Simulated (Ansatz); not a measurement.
# The phosphorus atom (quartet): wave-function methods side by side, STO-3G

How much of the correlation energy of the phosphorus atom (quartet) does each wave-function method recover here?

The runs use Ansatz 0.2.0, Gaussian basis; STO-3G, core rule «outside noble gas», up to 5 orbitals frozen.

The runs, in order: CCSD(T) on UHF; BCCD(T) on ROHF; CISD; CCSDT(Q) on ROHF; CCSDT(Q) on UHF; CISDTQ; CCSDTQ on ROHF; CCSDTQ on UHF; CASSCF and MRCISD+Q, 5 electrons in 4 orbitals; CASSCF and MRCISD+Q(relaxed), 5 electrons in 4 orbitals; CASSCF and NEVPT4(SD), 5 electrons in 4 orbitals; CASSCF and NEVPT2, 5 electrons in 4 orbitals; Full CI.

12 further runs of the same task are left out: 12 set aside as unsound or not needed.

## 1. The atom

A free atom, in its lowest state of this spin that the program finds.

1 atom, charge 0, spin multiplicity 4.

## 2. CCSD(T) on UHF

in.yaml reads:

```yaml
crystal:
  periodic: [false, false, false]
  atoms:
    - {symbol: P, position_ang: [0.000000, 0.000000, 0.000000]}
basis:
  gaussian: {orbitals: STO-3G}
magnetization: {spin_polarized: true, initial_magnetization: 3}
correlation: {method: ccsd_t, electrons: outside_noble_gas}
```

On the command line:

```
$ ansatz run in.yaml --threads 1 --pin off --events-out ev --progress --plain --max-ram 3916MiB
```

After this run come: BCCD(T) on ROHF; CISD; CCSDT(Q) on ROHF; CCSDT(Q) on UHF; CISDTQ; CCSDTQ on ROHF; CCSDTQ on UHF; CASSCF and MRCISD+Q, 5 electrons in 4 orbitals; CASSCF and MRCISD+Q(relaxed), 5 electrons in 4 orbitals; CASSCF and NEVPT4(SD), 5 electrons in 4 orbitals; CASSCF and NEVPT2, 5 electrons in 4 orbitals; Full CI.

Q: Predict the results of all the runs planned. Wanted: FCI below the UHF energy; UMP2 from FCI; UCCSD(T) from FCI; UCCSDT(Q) from FCI; NEVPT2 valence from FCI; NEVPT4(SD) valence from FCI; MRCISD+Q valence from FCI; effectively unpaired electrons.

As calculated:

| quantity | value |
| --- | --- |
| FCI below the UHF energy | 0.0000 eV |
| UMP2 from FCI | 0.00 meV |
| UCCSD(T) from FCI | 0.00 meV |
| UCCSDT(Q) from FCI | 0.00 meV |
| NEVPT2 valence from FCI | 0.00 meV |
| NEVPT4(SD) valence from FCI | 0.00 meV |
| MRCISD+Q valence from FCI | 0.00 meV |
| levels within 1 kcal/mol (43 meV) | UHF, UMP2, UCCSD, UCCSD(T), BCCD(T), UCCSDT, UCCSDT(Q), UCCSDTQ, CASSCF valence, NEVPT2 valence, NEVPT4(SD) valence, MRCISD valence, MRCISD+Q valence, MRCISD+Q(relaxed) valence |
| effectively unpaired electrons | 3.00 |

**Reading.** UCCSD(T) misses by 0.00 meV, 100.0 % of the correlation energy. One determinant dominates. Of the multireference levels listed NEVPT2 valence comes nearest in total energy (0.00 meV), which doesn't show that its space is the better one. These misses are within one basis, not against nature; the frozen cores of restricted and unrestricted runs differ, which can shift their rows.
